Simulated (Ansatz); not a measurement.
**BH₃ (triplet): from Hartree-Fock to the top rungs, def2-QZVPP**

One table from this session's results is given with a row withheld; the runs are named, their logs left out.

Program: Ansatz 0.2.0, Gaussian basis. Level of theory: def2-QZVPP, core rule «outside noble gas», up to 1 orbitals frozen. These are calculated values, not measurements.

The runs, in order: UHF; ROHF; CCSD(T) on UHF.

2 further runs of the same task are left out: 2 set aside as unsound or not needed.

### The geometry

The geometry is a PBE0/def2-TZVP stationary point (not a proven minimum) of the parent state, kept for this charge and spin.

4 atoms, charge 0, spin multiplicity 3.

Atoms are counted from 1 here; the program's logs count them from 0.

Bond lengths: B1–H2 1.193 Å, B1–H3 1.193 Å, B1–H4 1.193 Å. Angles: H2–B1–H3 120.0°, H2–B1–H4 120.0°, H3–B1–H4 120.0°.

The first run:

The input, in.yaml:

```yaml
crystal:
  periodic: [false, false, false]
  atoms:
    - {symbol: B, position_ang: [0.000000, 0.000000, 0.000000]}
    - {symbol: H, position_ang: [1.193377, 0.014556, -0.000258]}
    - {symbol: H, position_ang: [-0.609294, 1.026213, -0.002837]}
    - {symbol: H, position_ang: [-0.584082, -1.040768, 0.003095]}
basis:
  gaussian: {orbitals: "def2-QZVPP.json"}
magnetization: {spin_polarized: true, initial_magnetization: 2}
hamiltonian: {xc: hf}
output: {orbitals: {seedname: orbitals}}
```

Command:

```console
> ansatz run in.yaml --threads 1 --pin off --events-out ev --progress --plain --max-ram 2393MiB
```

Among the steps run: UHF; ROHF; CCSD(T) on UHF.

One table of the session follows, with a row left open; its other results are not shown here.

It belongs to the step «Misses and costs». 

| method | from UCCSD(T) (kJ/mol) |
| --- | --- |
| ROHF | ? |
| UHF | +361.5 |
| UMP2 | +66.9 |
| UCCSD | +11.4 |
| UCCSD(T) | 0 |

Estimate the missing values for ROHF.

The run gave: from UCCSD(T) (kJ/mol): +370.4. In the column «from UCCSD(T) (kJ/mol)» it is the highest.

Caveats from the session: Warnings: coupled cluster took another determinant than the lowest.
